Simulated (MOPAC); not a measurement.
MOPAC input (PM6):

```
PM6 FORCE THERMO(298,298) PRECISE LET CHARGE=1 GEO-OK AUX(PRECISION=9) THREADS=1
C2H7S

C     1.49472226 1    0.69947920 1    0.07235701 1
C    -0.00824951 1    0.86079182 1    0.06829903 1
S    -0.73365518 1   -0.76152618 1   -0.14986784 1
H    -2.00501819 1   -0.56732908 1    0.23458157 1
H    -0.34842165 1    1.39891169 1    0.98496225 1
H    -0.32400731 1    1.52500271 1   -0.77947269 1
H     1.99060180 1    1.69348942 1    0.09547361 1
H     1.88664591 1    0.17141746 1    0.95420198 1
H     1.89525770 1    0.21149631 1   -0.83110625 1
H    -0.30603795 1   -1.41457893 1    0.94277390 1
```

Task: Which zero-point energy does it print?

Result: 48.51 kcal/mol, from the harmonic wavenumbers of PM6.
